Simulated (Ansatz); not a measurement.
Cost and result for the atomization energy of `CCCC(C)CCC` (26 atoms, 25 bonds).

```xyz
26

C     1.8874    2.1881   -1.3580
C     1.2113    0.8576   -1.0744
C     1.1645    0.5428    0.4132
C     0.5440   -0.8047    0.7921
C     1.4080   -1.9734    0.3375
C    -0.8887   -0.9773    0.2926
C    -1.8627    0.0981    0.7443
C    -3.2914   -0.1923    0.3183
H     2.9195    2.1900   -0.9961
H     1.9099    2.4099   -2.4275
H     1.3645    3.0092   -0.8592
H     1.7391    0.0615   -1.6095
H     0.1949    0.8751   -1.4821
H     2.1856    0.5747    0.8130
H     0.6231    1.3470    0.9242
H     0.5081   -0.8310    1.8898
H     1.0055   -2.9221    0.7023
H     2.4322   -1.8794    0.7084
H     1.4530   -2.0378   -0.7531
H    -1.2559   -1.9527    0.6352
H    -0.8906   -1.0318   -0.8033
H    -1.8150    0.1932    1.8358
H    -1.5568    1.0700    0.3430
H    -3.6431   -1.1391    0.7377
H    -3.3688   -0.2677   -0.7702
H    -3.9778    0.5920    0.6458
```

Total charge 0; spin multiplicity 1. The geometry is a stationary point of PBE0-D4/def2-TZVP. It is one conformer, not always the lowest. Program: Ansatz. All runs use 6 threads of an AMD EPYC 7R13 on a shared host and a share of an NVIDIA H100 80 GB. Times are those of one run each, without the atoms' runs, and a repeat can differ threefold. Electronic energies, without spin–orbit coupling; frozen cores. CCSD(T)/CBS adds CCSD(T) − MP2 in def2-TZVPP to the MP2 limit, and its time is that of the two runs behind it. T1 = 0.009. B3LYP takes the VWN-RPA correlation (the form of Gaussian; ORCA's B3LYP/G). HSE06 is the plane-wave form, built on full-range PBE exchange.

CCSD(T)/CBS is a level of theory with its own doubt, some kJ/mol a heavy atom from the limit and from the frozen cores, so smaller differences don't rank the functionals.

```tsv
level	functions	atomization (kcal/mol)	difference from CCSD(T)/CBS	per bond
CAM-B3LYP-D4/def2-TZVPP	500	2491.2	12.2	0.5
CCSD(T)/def2-SVP	202	2395.2	-83.8	-3.4
CCSD(T)/CBS(def2)	–	2479.0	0.0	0.0
BLYP-D4/def2-TZVPP	500	2462.5	-16.5	-0.7
ωB97M-V/def2-TZVPP (with forces)	500	2485.2	6.2	0.2
r2SCANh-D4/def2-TZVPP	500	2476.5	-2.5	-0.1
MP2/def2-QZVPP	996	2477.3	-1.7	-0.1
CCSD(T)/def2-TZVPP	500	2430.3	-48.7	-1.9
B3LYP-D4/def2-TZVPP (with forces)	500	2480.7	1.7	0.1
r2SCAN-D4/def2-TZVPP (with forces)	500	2483.3	4.3	0.2
PBE-D4/def2-TZVPP (with forces)	500	2518.6	39.6	1.6
B97M-V/def2-TZVPP	500	2483.1	4.1	0.2
HSE06-D4/def2-TZVPP	500	2497.8	18.8	0.8
```

**Question.** Order the runs by time, with rough figures. (Estimate.)

**Answer.** The calculation gave: HSE06-D4/def2-TZVPP 1.9 s; CAM-B3LYP-D4/def2-TZVPP 2.2 s; PBE-D4/def2-TZVPP (with forces) 2.9 s; BLYP-D4/def2-TZVPP 3.2 s; r2SCAN-D4/def2-TZVPP (with forces) 3.5 s; r2SCANh-D4/def2-TZVPP 4.6 s; B3LYP-D4/def2-TZVPP (with forces) 4.7 s; B97M-V/def2-TZVPP 4.8 s; CCSD(T)/def2-SVP 5 s; ωB97M-V/def2-TZVPP (with forces) 6 s; MP2/def2-QZVPP 6 s; CCSD(T)/def2-TZVPP 27 s; CCSD(T)/CBS(def2) 33 s.

At CCSD(T), def2-SVP lies −83.8 kcal/mol from the extrapolated value and def2-TZVPP −48.7 kcal/mol: correlation converges slowly with the basis, and small sets miss more of it in the bonded molecule than in its fragments. From BLYP to BHLYP (50 % exact exchange), in def2-TZVPP and without D4, the atomization energy moves by −15.0 kcal/mol: exact exchange takes away binding that semilocal exchange gives to molecules. Leaving LDA and LC-ωPBE aside and taking each functional with its dispersion term where it has one, the values, not all of them listed here, spread over 85.7 kcal/mol, from BHLYP-D4 to PBE-D4. LDA lies +293.8 kcal/mol from PBE without D4, its usual overbinding.
